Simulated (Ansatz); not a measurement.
Reaction: C3H8S (SMILES S(C)CC) → C2H5S (SMILES CC[S], doublet) + CH3 (SMILES [CH3], doublet) (the C-S bond breaks)
Each species at its own B3LYP-D3(BJ)/def2-TZVP minimum (Ansatz, a program for electronic structure), one conformer.

Total energies in hartree (Ansatz). UHF or UKS for unpaired electrons; spin-orbit terms are left out. Correlated methods leave the cores frozen. No relativity.

```csv
species,HF/cc-pV(T+d)Z,CCSD(T)/cc-pV(T+d)Z,HF/cc-pV(Q+d)Z,CCSD(T)/cc-pV(Q+d)Z,CCSD(T)/cc-pV(D+d)Z,CCSDT(Q)/cc-pV(D+d)Z
"1: C3H8S (methylsulfanylethane, SMILES CCSC)",-515.85178,-516.64995,-515.86308,-516.70464,-516.45451,-516.45679
"2: C2H5S (SMILES CC[S], doublet)",-476.20236,-476.76879,-476.21100,-476.80924,-476.62398,-476.62570
"3: CH3 (SMILES [CH3], doublet)",-39.57748,-39.76098,-39.58026,-39.77245,-39.71583,-39.71634
```

Question: Work out the bond dissociation energy (electronic) in kJ/mol: take Hartree-Fock from cc-pV(Q+d)Z, extrapolate the CCSD(T) correlation energy as X^-3 (X = 3, 4), and add CCSDT(Q) - CCSD(T) in cc-pV(D+d)Z. 1 hartree = 2625.5 kJ/mol.

Answer: 
Species 1: correlation (64·(-0.84156) - 27·(-0.79817))/37 = -0.87322; step -0.00228; E1 = -515.86308 + (-0.87322) + (-0.00228) = -516.73858
Species 2: correlation (64·(-0.59824) - 27·(-0.56643))/37 = -0.62145; step -0.00172; E2 = -476.21100 + (-0.62145) + (-0.00172) = -476.83417
Species 3: correlation (64·(-0.19219) - 27·(-0.18350))/37 = -0.19853; step -0.00051; E3 = -39.58026 + (-0.19853) + (-0.00051) = -39.77930
-1·E1 +1·E2 +1·E3 = 0.12511 hartree = 328.5 kJ/mol.
